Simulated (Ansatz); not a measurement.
Solid chlorine was calculated with r²SCAN+rVV10 in Ansatz (PAW).

Numerical settings: plane-wave cutoff 560 eV, 10×10×4 k mesh (along the axes of the cell as run), Fermi–Dirac smearing 0.01 eV, scalar-relativistic PAW data made under PBE.

Computed at the level's own relaxed cell.

Question: Give the computed lattice parameter a, lattice parameter b, c axis length and bulk modulus.

Answer: 
- lattice parameter a = 6.247 Å
- lattice parameter b = 4.021 Å
- c axis length = 8.140 Å
- bulk modulus = 11.8 GPa

Note: the bulk modulus comes from volumes at which shape and atoms were relaxed.

The computed numbers hold no vibrational or temperature effects.

Ansatz is an electronic-structure program.
